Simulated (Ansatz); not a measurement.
Reaction (SMILES): C[SiH2] (CH3-SiH2) → C atom + 5 H atom + Si atom
B3LYP-D3(BJ)/def2-TZVP geometries, fixed; electronic energies without zero-point terms.
Largest species:
```xyz
7

C     -0.0008     0.0642    -1.2011
Si     0.0002     0.0478     0.6809
H      0.0023    -0.9574    -1.5919
H     -0.8865     0.5712    -1.5864
H      0.8811     0.5770    -1.5873
H     -1.2107    -0.6263     1.2208
H      1.2161    -0.6184     1.2195
```
Charge 0, spin multiplicity 2.

How fast the atomisation energy converges with the basis for several methods (Ansatz, an electronic-structure program): deviation from each method's own reference, in kcal/mol. References: B3LYP 530.50 kcal/mol, the value in aug-pcseg-3; CCSD(T) 531.56 kcal/mol, Hartree-Fock in cc-pV(Q+d)Z plus the correlation part extrapolated as X^-3 from cc-pV(T+d)Z and cc-pV(Q+d)Z; HF 412.77 kcal/mol, the value in def2-QZVPPD; MP2 529.52 kcal/mol, Hartree-Fock in cc-pV(Q+d)Z plus the correlation part extrapolated as X^-3 from cc-pV(T+d)Z and cc-pV(Q+d)Z; PBE 530.71 kcal/mol, the value in aug-pcseg-3; r2SCAN 535.30 kcal/mol, the value in aug-pcseg-3. Cartesian d functions, on some or all atoms, in 6-311G**; all else is spherical. In correlated methods cores are frozen. Open shells are unrestricted. No added dispersion term, no relativity. 

```
basis            functions   B3LYP     CCSD(T)      HF     MP2     PBE  r2SCAN
---------------  ---------  ------  ----------  ------  ------  ------  ------
STO-3G                  19  150.31  (withheld)  132.89   58.86  159.01  147.16
3-21G                   32  -14.00  (withheld)  -29.63  -83.82   -7.58  -14.95
def2-SVP                57   -2.44  (withheld)   -0.47  -28.12   -0.63   -2.27
6-311G**                75   -4.19  (withheld)   -5.44  -28.61   -2.97   -4.50
aug-cc-pV(D+d)Z        100   -9.28  (withheld)   -8.27  -33.12   -7.77   -8.72
def2-TZVPP             143   -0.22  (withheld)   -0.73  -11.25    0.37   -0.75
def2-TZVPPD            170   -0.18  (withheld)   -0.59  -10.77    0.42   -0.70
aug-cc-pV(T+d)Z        216   -0.81  (withheld)   -0.88   -9.76   -0.41   -0.87
```

Problem. Some entries are withheld; supply them.

Solution. 
- STO-3G, CCSD(T): 68.10
- 3-21G, CCSD(T): -78.71
- def2-SVP, CCSD(T): -26.88
- 6-311G**, CCSD(T): -27.39
- aug-cc-pV(D+d)Z, CCSD(T): -33.53
- def2-TZVPP, CCSD(T): -11.16
- def2-TZVPPD, CCSD(T): -10.63
- aug-cc-pV(T+d)Z, CCSD(T): -9.53

Mean absolute deviation over 6-311G**, def2-TZVPP, def2-TZVPPD, aug-cc-pV(T+d)Z: PBE 1.04, B3LYP 1.35, r2SCAN 1.71, HF 1.91, CCSD(T) 14.68, MP2 15.10 kcal/mol.
